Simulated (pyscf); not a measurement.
Elementary routes open to H₃Si–Si•(SiH₃)–SiH₃ (SMILES [SiH3][Si]([SiH3])[SiH3]) + H₃Si–SiH₃ (SMILES [SiH3][SiH3]) in the gas phase (doublet surface):
A. H₃Si–Si(SiH₃)(SiH₃)–SiH₃ (SMILES [SiH3][Si]([SiH3])([SiH3])[SiH3]) + SiH₃• (SMILES [SiH3]) (Si–Si broken; Si–Si formed)
B. H₃Si–SiH(SiH₃)–SiH₃ (SMILES [SiH3][SiH]([SiH3])[SiH3]) + •H₂Si–SiH₃ (SMILES [SiH2][SiH3]) (H–Si broken; H–Si formed)

Structures and frequencies: ωB97X-D3(BJ)/def2-SVP in PySCF.

Question: Rank the routes by free-energy barrier at 298 K, lowest first, for ωB97M-D3(BJ)/def2-TZVP energies (ideal gas, 1 atm, RRHO with modes under 100 cm⁻¹ raised to 100, one conformer, R ln 2 for chiral ones without a mode under 150 cm⁻¹).

Answer: B (0.77 eV), A (0.92 eV)

Route B is the fastest of these, ahead of the next by 0.15 eV. The most stable products are those of B (ΔG = +0.16 eV), so kinetics and thermodynamics agree. At 1200 K B is still the fastest. B: On the reactant side the descent ends in a complex, 0.26 eV under the separated species and 0.66 eV under the saddle at ωB97X-D3(BJ)/def2-TZVP. Only these routes are compared; each barrier is that of the saddle found, and lower ones may exist.
